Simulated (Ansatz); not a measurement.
in.yaml

```yaml
crystal:
  periodic: [false, false, false]
  atoms:
    - {symbol: Ga, position_ang: [0.000000, 0.093764, 0.821607]}
    - {symbol: P, position_ang: [0.000000, 0.284432, -1.589191]}
    - {symbol: N, position_ang: [0.000000, -1.095724, -0.575558]}
basis:
  gaussian: {orbitals: cc-pVDZ}
magnetization: {spin_polarized: false, initial_magnetization: 5}
correlation: {method: mp2, electrons: valence}
scf: {lower_state_search: off}
symmetry: c1
output: {forces: true}
```

```sh
$ ansatz run in.yaml --threads 1 --pin off --events-out ev --progress --plain --max-ram 2393MiB
```

Task: One thing in this input was set wrong on purpose, beside settings that are merely unusual. What is the gravest fault, and what does the program do?

Result: Unknown input key. How the run ends: refused.
```
Error: YAML parse error: error: line 12 column 1: unknown field `symmetry`, expected one of crystal, accuracy, basis, kpoints, hamiltonian, magnetization, projection, total_charge, correlation, batch, efield, external_charges, scf, relax, neb, saddle, md, ramp, phonons, dielectric, real_time, elastic, magnetic_configurations, gw, evaluate, workflow, output, checkpoint, execution
  --> <input>:12:1
   |
10 | correlation: {method: mp2, electrons: valence}
11 | scf: {lower_state_search: off}
12 | symmetry: c1
   | ^ unknown field `symmetry`, expected one of crystal, accuracy, basis, kpoints, hamiltonian, magnetization, projection, total_charge, correlation, batch, efield, external_charges, scf, relax, neb, saddle, md, ramp, phonons, dielectric, real_time, elastic, magnetic_configurations, gw, evaluate, workflow, output, checkpoint, execution
13 | output: {forces: true}
   |
```
